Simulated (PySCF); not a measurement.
AlF: frontier orbitals

PBE0 at R = 1.693 Å; Al pcseg-1, F pcseg-1; no relativity (PySCF 2.14). State: ¹Σ⁺ (singlet), closed shell. Only the outer orbitals are listed, counted within each symmetry.

```json
{"orbital": "5σ", "occ.": "2", "ε (eV)": "-31.71", "on Al (%)": "4", "main shells (%)": "95 F s"}
{"orbital": "6σ", "occ.": "2", "ε (eV)": "-12.64", "on Al (%)": "16", "main shells (%)": "81 F p, 13 Al s"}
{"orbital": "2π", "occ.": "2", "ε (eV)": "-11.16", "on Al (%)": "5", "main shells (%)": "95 F p"}
{"orbital": "2π", "occ.": "2", "ε (eV)": "-11.16", "on Al (%)": "5", "main shells (%)": "95 F p"}
{"orbital": "7σ", "occ.": "2", "ε (eV)": "-7.20", "on Al (%)": "93", "main shells (%)": "79 Al s, 13 Al p"}
{"orbital": "3π", "occ.": "0", "ε (eV)": "-1.38", "on Al (%)": "97", "main shells (%)": "97 Al p"}
{"orbital": "3π", "occ.": "0", "ε (eV)": "-1.38", "on Al (%)": "97", "main shells (%)": "97 Al p"}
{"orbital": "8σ", "occ.": "0", "ε (eV)": "0.65", "on Al (%)": "101", "main shells (%)": "92 Al p"}
```

Question: Which are the highest filled and the lowest empty level, where do they sit, and how wide is the gap?

Answer: Highest filled 7σ at -7.20 eV (in %: 79 Al s, 13 Al p); lowest empty 3π at -1.38 eV (in %: 97 Al p); the gap at PBE0 is 5.82 eV.

The bond order (Mayer) is 0.85 and the ⟨S²⟩ is 0.000. The charge on Al (Mulliken, basis-dependent) is 0.53 and the charge on Al (Löwdin, basis-dependent) is 0.37. The dipole moment (positive dipole means Al(−)F(+)) is -1.47 D and the polarisability along the bond is 32.7 bohr³. The polarisability across the bond is 37.6 bohr³.

Shares are Mulliken populations and can fall outside 0 to 100 %.
